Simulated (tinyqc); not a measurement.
Worked calculation: Pariser-Parr-Pople SCF with singles CI, for the molecule c1cc[nH]c1 (SMILES; centres numbered as the heavy atoms are written). One step of it, computed by the program tinyqc.

Task: Iteration 2: Fock matrix. F_rr = H_rr + P_rr gamma_rr / 2 + sum_(s != r) P_ss gamma_rs; F_rs = H_rs - P_rs gamma_rs / 2; E = tr P (H + F) / 2 + core repulsion sum_(r<s) z_r z_s gamma_rs.

P after iteration 1, lower triangle:
```
           1C         2C         3C        4N        5C
1C   1.135521
2C   0.648949   1.135506
3C  -0.185717   0.668931   1.209318
4N  -0.267778  -0.267725   0.612117  1.310281
5C   0.668910  -0.185729  -0.304089  0.612118  1.209374
```

core matrix H (eV), lower triangle:
```
            1C          2C          3C          4N          5C
1C  -43.358849
2C   -2.390000  -43.357231
3C    0.000000   -2.390000  -46.318597
4N    0.000000    0.000000   -2.240000  -53.736474
5C   -2.390000    0.000000    0.000000   -2.240000  -46.317110
```

repulsion gamma_rs (eV), lower triangle:
```
           1C         2C         3C         4N         5C
1C  11.130000
2C   7.552804  11.130000
3C   5.520570   7.554850  11.130000
4N   5.786336   5.785526   8.281656  16.800000
5C   7.552804   5.518526   5.519866   8.282957  11.130000
```

Centres (angstrom, eV; a flat drawing with bonds scaled to 1.40 angstrom):
```
centre          x          y  core charge z          W   gamma_rr
1C       1.191000   0.000000              1  11.160000  11.130000
2C       0.368000   1.133000              1  11.160000  11.130000
3C      -0.963000   0.700000              1  11.160000  11.130000
4N      -0.963000  -0.700000              2  25.600000  16.800000
5C       0.368000  -1.133000              1  11.160000  11.130000
```

Give: F; pi energy.

Result:

F (eV), lower triangle:
```
        1C      2C      3C      4N      5C
1C  -5.071
2C  -4.841  -5.071
3C   0.513  -4.917  -7.215
4N   0.775   0.774  -4.775  -9.558
5C  -4.916   0.512   0.839  -4.775  -7.216
```

pi energy = -89.622 eV
